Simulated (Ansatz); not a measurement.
Harmonic vibrations of C₂H₄Cl₂O₂, SMILES `COC(O)(Cl)Cl` by finite differences.

```yaml
crystal:
  periodic: [false, false, false]
  atoms:
    - {symbol: C, position_ang: [-0.315245, -1.066634, 0.844490]}
    - {symbol: O, position_ang: [-0.702578, -0.334122, -0.313528]}
    - {symbol: C, position_ang: [-0.025641, 0.820129, -0.538472]}
    - {symbol: O, position_ang: [1.325860, 0.670997, -0.662615]}
    - {symbol: Cl, position_ang: [-0.735130, 1.487408, -2.040714]}
    - {symbol: Cl, position_ang: [-0.252317, 2.008118, 0.785342]}
    - {symbol: H, position_ang: [0.758869, -1.259977, 0.848411]}
    - {symbol: H, position_ang: [-0.863771, -2.004176, 0.790667]}
    - {symbol: H, position_ang: [-0.594533, -0.522957, 1.749218]}
    - {symbol: H, position_ang: [1.487587, 0.150113, -1.459801]}
basis:
  gaussian: {orbitals: def2-TZVP}
hamiltonian: {xc: pbe0, dispersion: d4}
phonons: {temperatures: {t_min: 298.15, t_max: 900, t_step: 200}}
```

```sh
$ ansatz run in.yaml --threads 4 --pin off --events-out ev --progress --plain --max-ram 10444MiB
```

Shortened log:

```
Functional definition: PBE0
mean field -31266.48543768 eV, -1149.0221466495 hartree, gradient 1.2e-5 eV, S^2 0.000000; 0 other end points of the search recorded, 0 dependent functions left out
mean field -31266.48525859 eV, -1149.0221400683 hartree, gradient 2.4e-6 eV, S^2 0.000000; 0 other end points of the search recorded, 0 dependent functions left out
mean field -31266.48525823 eV, -1149.0221400551 hartree, gradient 2.4e-6 eV, S^2 0.000000; 0 other end points of the search recorded, 0 dependent functions left out
mean field -31266.48524170 eV, -1149.0221394474 hartree, gradient 2.4e-6 eV, S^2 0.000000; 0 other end points of the search recorded, 0 dependent functions left out
mean field -31266.48528478 eV, -1149.0221410308 hartree, gradient 2.4e-6 eV, S^2 0.000000; 0 other end points of the search recorded, 0 dependent functions left out
mean field -31266.48530417 eV, -1149.0221417433 hartree, gradient 2.4e-6 eV, S^2 0.000000; 0 other end points of the search recorded, 0 dependent functions left out
mean field -31266.48527140 eV, -1149.0221405389 hartree, gradient 2.4e-6 eV, S^2 0.000000; 0 other end points of the search recorded, 0 dependent functions left out
mean field -31266.48536008 eV, -1149.0221437979 hartree, gradient 2.4e-6 eV, S^2 0.000000; 0 other end points of the search recorded, 0 dependent functions left out
mean field -31266.48536955 eV, -1149.0221441460 hartree, gradient 2.4e-6 eV, S^2 0.000000; 0 other end points of the search recorded, 0 dependent functions left out
mean field -31266.48531168 eV, -1149.0221420194 hartree, gradient 2.4e-6 eV, S^2 0.000000; 0 other end points of the search recorded, 0 dependent functions left out
mean field -31266.48532729 eV, -1149.0221425931 hartree, gradient 2.4e-6 eV, S^2 0.000000; 0 other end points of the search recorded, 0 dependent functions left out
mean field -31266.48533316 eV, -1149.0221428086 hartree, gradient 2.4e-6 eV, S^2 0.000000; 0 other end points of the search recorded, 0 dependent functions left out
mean field -31266.48534597 eV, -1149.0221432794 hartree, gradient 2.4e-6 eV, S^2 0.000000; 0 other end points of the search recorded, 0 dependent functions left out
mean field -31266.48529763 eV, -1149.0221415031 hartree, gradient 2.3e-6 eV, S^2 0.000000; 0 other end points of the search recorded, 0 dependent functions left out
mean field -31266.48530552 eV, -1149.0221417928 hartree, gradient 2.4e-6 eV, S^2 0.000000; 0 other end points of the search recorded, 0 dependent functions left out
mean field -31266.48531909 eV, -1149.0221422915 hartree, gradient 2.3e-6 eV, S^2 0.000000; 0 other end points of the search recorded, 0 dependent functions left out
mean field -31266.48531580 eV, -1149.0221421705 hartree, gradient 2.4e-6 eV, S^2 0.000000; 0 other end points of the search recorded, 0 dependent functions left out
mean field -31266.48533919 eV, -1149.0221430304 hartree, gradient 2.4e-6 eV, S^2 0.000000; 0 other end points of the search recorded, 0 dependent functions left out
mean field -31266.48533293 eV, -1149.0221428003 hartree, gradient 2.4e-6 eV, S^2 0.000000; 0 other end points of the search recorded, 0 dependent functions left out
mean field -31266.48533647 eV, -1149.0221429302 hartree, gradient 2.4e-6 eV, S^2 0.000000; 0 other end points of the search recorded, 0 dependent functions left out
mean field -31266.48529539 eV, -1149.0221414207 hartree, gradient 2.3e-6 eV, S^2 0.000000; 0 other end points of the search recorded, 0 dependent functions left out
mean field -31266.48536802 eV, -1149.0221440899 hartree, gradient 2.4e-6 eV, S^2 0.000000; 0 other end points of the search recorded, 0 dependent functions left out
mean field -31266.48536446 eV, -1149.0221439588 hartree, gradient 2.4e-6 eV, S^2 0.000000; 0 other end points of the search recorded, 0 dependent functions left out
mean field -31266.48529476 eV, -1149.0221413976 hartree, gradient 2.4e-6 eV, S^2 0.000000; 0 other end points of the search recorded, 0 dependent functions left out
mean field -31266.48530803 eV, -1149.0221418850 hartree, gradient 2.4e-6 eV, S^2 0.000000; 0 other end points of the search recorded, 0 dependent functions left out
mean field -31266.48540685 eV, -1149.0221455167 hartree, gradient 2.4e-6 eV, S^2 0.000000; 0 other end points of the search recorded, 0 dependent functions left out
mean field -31266.48543022 eV, -1149.0221463756 hartree, gradient 2.4e-6 eV, S^2 0.000000; 0 other end points of the search recorded, 0 dependent functions left out
mean field -31266.48543635 eV, -1149.0221466009 hartree, gradient 2.4e-6 eV, S^2 0.000000; 0 other end points of the search recorded, 0 dependent functions left out
mean field -31266.48540060 eV, -1149.0221452870 hartree, gradient 2.4e-6 eV, S^2 0.000000; 0 other end points of the search recorded, 0 dependent functions left out
mean field -31266.48535104 eV, -1149.0221434657 hartree, gradient 2.4e-6 eV, S^2 0.000000; 0 other end points of the search recorded, 0 dependent functions left out
mean field -31266.48543672 eV, -1149.0221466144 hartree, gradient 2.4e-6 eV, S^2 0.000000; 0 other end points of the search recorded, 0 dependent functions left out
mean field -31266.48542219 eV, -1149.0221460805 hartree, gradient 2.4e-6 eV, S^2 0.000000; 0 other end points of the search recorded, 0 dependent functions left out
mean field -31266.48542739 eV, -1149.0221462717 hartree, gradient 2.4e-6 eV, S^2 0.000000; 0 other end points of the search recorded, 0 dependent functions left out
mean field -31266.48544227 eV, -1149.0221468185 hartree, gradient 2.4e-6 eV, S^2 0.000000; 0 other end points of the search recorded, 0 dependent functions left out
mean field -31266.48536705 eV, -1149.0221440543 hartree, gradient 2.4e-6 eV, S^2 0.000000; 0 other end points of the search recorded, 0 dependent functions left out
mean field -31266.48542776 eV, -1149.0221462853 hartree, gradient 2.4e-6 eV, S^2 0.000000; 0 other end points of the search recorded, 0 dependent functions left out
mean field -31266.48537505 eV, -1149.0221443480 hartree, gradient 2.4e-6 eV, S^2 0.000000; 0 other end points of the search recorded, 0 dependent functions left out
mean field -31266.48533798 eV, -1149.0221429859 hartree, gradient 2.4e-6 eV, S^2 0.000000; 0 other end points of the search recorded, 0 dependent functions left out
mean field -31266.48533409 eV, -1149.0221428427 hartree, gradient 2.4e-6 eV, S^2 0.000000; 0 other end points of the search recorded, 0 dependent functions left out
mean field -31266.48540998 eV, -1149.0221456318 hartree, gradient 2.4e-6 eV, S^2 0.000000; 0 other end points of the search recorded, 0 dependent functions left out
mean field -31266.48543025 eV, -1149.0221463768 hartree, gradient 2.4e-6 eV, S^2 0.000000; 0 other end points of the search recorded, 0 dependent functions left out
mean field -31266.48542527 eV, -1149.0221461936 hartree, gradient 2.4e-6 eV, S^2 0.000000; 0 other end points of the search recorded, 0 dependent functions left out
mean field -31266.48541545 eV, -1149.0221458327 hartree, gradient 2.4e-6 eV, S^2 0.000000; 0 other end points of the search recorded, 0 dependent functions left out
mean field -31266.48539680 eV, -1149.0221451473 hartree, gradient 2.4e-6 eV, S^2 0.000000; 0 other end points of the search recorded, 0 dependent functions left out
mean field -31266.48540154 eV, -1149.0221453216 hartree, gradient 2.4e-6 eV, S^2 0.000000; 0 other end points of the search recorded, 0 dependent functions left out
mean field -31266.48534358 eV, -1149.0221431916 hartree, gradient 2.4e-6 eV, S^2 0.000000; 0 other end points of the search recorded, 0 dependent functions left out
mean field -31266.48536493 eV, -1149.0221439763 hartree, gradient 2.4e-6 eV, S^2 0.000000; 0 other end points of the search recorded, 0 dependent functions left out
mean field -31266.48542591 eV, -1149.0221462173 hartree, gradient 2.4e-6 eV, S^2 0.000000; 0 other end points of the search recorded, 0 dependent functions left out
mean field -31266.48541482 eV, -1149.0221458096 hartree, gradient 2.4e-6 eV, S^2 0.000000; 0 other end points of the search recorded, 0 dependent functions left out
mean field -31266.48541400 eV, -1149.0221457796 hartree, gradient 2.4e-6 eV, S^2 0.000000; 0 other end points of the search recorded, 0 dependent functions left out
mean field -31266.48541964 eV, -1149.0221459868 hartree, gradient 2.4e-6 eV, S^2 0.000000; 0 other end points of the search recorded, 0 dependent functions left out
mean field -31266.48539211 eV, -1149.0221449750 hartree, gradient 2.4e-6 eV, S^2 0.000000; 0 other end points of the search recorded, 0 dependent functions left out
mean field -31266.48540540 eV, -1149.0221454633 hartree, gradient 2.4e-6 eV, S^2 0.000000; 0 other end points of the search recorded, 0 dependent functions left out
mean field -31266.48536834 eV, -1149.0221441017 hartree, gradient 2.4e-6 eV, S^2 0.000000; 0 other end points of the search recorded, 0 dependent functions left out
mean field -31266.48535440 eV, -1149.0221435893 hartree, gradient 2.4e-6 eV, S^2 0.000000; 0 other end points of the search recorded, 0 dependent functions left out
mean field -31266.48542143 eV, -1149.0221460527 hartree, gradient 2.4e-6 eV, S^2 0.000000; 0 other end points of the search recorded, 0 dependent functions left out
mean field -31266.48541051 eV, -1149.0221456512 hartree, gradient 2.4e-6 eV, S^2 0.000000; 0 other end points of the search recorded, 0 dependent functions left out
mean field -31266.48538941 eV, -1149.0221448758 hartree, gradient 2.4e-6 eV, S^2 0.000000; 0 other end points of the search recorded, 0 dependent functions left out
mean field -31266.48539364 eV, -1149.0221450312 hartree, gradient 2.4e-6 eV, S^2 0.000000; 0 other end points of the search recorded, 0 dependent functions left out
mean field -31266.48532248 eV, -1149.0221424160 hartree, gradient 2.4e-6 eV, S^2 0.000000; 0 other end points of the search recorded, 0 dependent functions left out
mean field -31266.48533740 eV, -1149.0221429644 hartree, gradient 2.4e-6 eV, S^2 0.000000; 0 other end points of the search recorded, 0 dependent functions left out
Total energy: -31266.70515838 eV, -1149.0302212365 hartree
Atom 0 at    -0.315245    -1.066634     0.844490 Å, force     0.000238    -0.000998     0.000549 eV/Å
Atom 1 at    -0.702578    -0.334122    -0.313528 Å, force    -0.000464     0.001313    -0.002935 eV/Å
Atom 2 at    -0.025641     0.820129    -0.538472 Å, force    -0.000298     0.001319    -0.000103 eV/Å
Atom 3 at     1.325860     0.670997    -0.662615 Å, force     0.000416    -0.000174    -0.000365 eV/Å
Atom 4 at    -0.735130     1.487408    -2.040714 Å, force     0.000159    -0.000743     0.000031 eV/Å
Atom 5 at    -0.252317     2.008118     0.785342 Å, force    -0.000251     0.000696     0.001116 eV/Å
Atom 6 at     0.758869    -1.259977     0.848411 Å, force     0.000110    -0.000503     0.000618 eV/Å
Atom 7 at    -0.863771    -2.004176     0.790667 Å, force     0.000319    -0.000222     0.000787 eV/Å
Atom 8 at    -0.594533    -0.522957     1.749218 Å, force     0.000047    -0.000259     0.000385 eV/Å
Atom 9 at     1.487587     0.150113    -1.459801 Å, force    -0.000276    -0.000428    -0.000083 eV/Å
Dipole moment:     0.195237    -0.522502     0.049676 e Å
Vibrations: 94.42 181.91 231.81 243.04 309.67 384.00 414.09 442.87 462.77 677.50 831.04 987.48 1121.01 1168.53 1177.05 1217.41 1318.85 1468.05 1480.35 1502.35 3061.06 3139.17 3177.48 3803.40 cm⁻¹, zero-point energy 1.791281 eV
```

Run time 2.8 min (4 threads of an Arm Neoverse V2 on a shared host); peak host memory 0.68 GiB.
